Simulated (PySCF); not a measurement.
Sodium diatomic, Na2.
InChI=1S/2Na

Method: MP2 and CCSD/aug-cc-pVTZ in PySCF, restricted Hartree–Fock reference, 2 core orbitals frozen, non-relativistic, gas phase, PBE0-D3(BJ)/def2-SVP geometry.

E(HF) = -323.71515 Eh.

Task: How large is the problem?

Result: 100 basis functions and 22 electrons; 2 orbitals frozen, which leaves o = 9 correlated occupied and v = 89 virtual orbitals. That is o·v = 801 singles and o·v(o·v + 1)/2 = 321201 distinct closed-shell doubles amplitudes before symmetry; the costliest CCSD step grows as o²v⁴ = 5.1 × 10^9.

Task: What are the MP2 and CCSD correlation energies?

Result: MP2 -0.0450 Eh and CCSD -0.0543 Eh, which gives totals of -323.76014 and -323.76945 Eh. That is 0.082 eV for each correlated electron at CCSD (143 kJ/mol in all, 0.017 % of the total energy); MP2 gives 82.8 % of the CCSD value.

Task: What is the T1 diagnostic?

Result: 0.0078, below the customary warning level of 0.02. It is the norm of the spatial-orbital singles amplitudes over the root of the number of correlated electrons, so the norm is 0.033.

Connected triples and the basis-set limit are missing.

The job also held the EOM ionisation and excitation roots. The run took 2.7 min of wall time on one thread, Arm Neoverse V1 (aarch64) (shared host), and the process peaked at 1.1 GiB of memory.
